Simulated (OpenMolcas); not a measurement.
CF4 (tetrafluoromethane): name the method

CF4 has 5 atoms, charge 0, and is taken as a singlet. As SMILES, `FC(F)(F)F`. The coordinates come from a PBE0-D4/def2-TZVP relaxation.

```csv
atom,x (Å),y (Å),z (Å)
F,-0.8501,0.0253,0.9895
C,0.0100,-0.0147,-0.0083
F,1.1575,-0.5013,0.4201
F,-0.4640,-0.7860,-0.9662
F,0.1966,1.2030,-0.4767
```

A calculation with OpenMolcas 26.06 gave:

```
total energy  : -431.1444 Eh
dipole moment : 0.00 D
HOMO energy   : -6.95 eV
LUMO energy   : 10.54 eV
HOMO–LUMO gap : 17.50 eV
```

Problem. Which of these levels gave the numbers?
A. mPW1PW91/STO-3G
B. mPW1PW91/6-31G
C. mPW1PW91/3-21G
D. mPW1PW91/6-311++G(2d,2p)

Solution. A. The others give -437.5318 Eh (mPW1PW91/6-311++G(2d,2p)), -437.2541 Eh (mPW1PW91/6-31G), -435.0080 Eh (mPW1PW91/3-21G).
